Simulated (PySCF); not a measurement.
Compound: ethyl isocyanide, C3H5N.
SMILES: `[C-]#[N+]CC`

The closed-shell ground state was solved at several levels (PySCF, density fitting, gas phase, non-relativistic). Geometry: PBE0-D3(BJ)/def2-SVP; no solvent, vibrations or thermal averaging.

```
            level  basis functions  total energy (Eh)  HOMO (eV)  LUMO (eV)  gap (eV)  dipole (D)
       PBE0/6-31G               46          -171.7667      -8.14       1.21      9.35        3.78
    PBE0/pcSseg-2              214          -171.8841      -8.66       0.20      8.86        3.98
mPW1PW91/pcSseg-2              214          -172.0507      -8.70       0.16      8.86        3.97
      PBE0/6-31G*               66          -171.8162      -8.25       1.24      9.49        3.73
 LC-wPBE/pcSseg-2              214          -171.9799     -11.70       2.06     13.76        3.97
      B97-2/pcJ-1              158          -171.9765      -8.28       0.67      8.95        3.83
   B97-2/pcSseg-2              214          -172.0318      -8.39       0.20      8.59        3.94
```

(1) Estimate the row for PBE0/aug-cc-pVDZ, a basis of 137 functions; the other rows only guide the guess.

(2) Over all these levels, which gives the widest orbital gap and which the narrowest?

(3) How much does the basis alone move the frontier levels among the 4 PBE0 rows (the withheld one included)?

(4) How far do the dipole and the HOMO energy spread over the levels?

Results:

(1) Total energy -171.8407 Eh, HOMO -8.66 eV, LUMO -0.30 eV, gap 8.36 eV, dipole 4.01 D.

(2) LC-wPBE/pcSseg-2 (range-separated hybrid) has the widest, 13.76 eV, and PBE0/aug-cc-pVDZ (global hybrid, 25 % exact exchange) the narrowest, 8.36 eV. Functional and basis both differ between the two, so the spread mixes both effects.

(3) The HOMO by 0.52 eV and the LUMO by 1.54 eV. By rising basis size (HOMO, LUMO in eV): 6-31G -8.14, 1.21; 6-31G* -8.25, 1.24; aug-cc-pVDZ -8.66, -0.30; pcSseg-2 -8.66, 0.20.

(4) The dipole runs from 3.73 to 4.01 D (mean 3.90 D) and the HOMO from -11.70 to -8.14 eV.
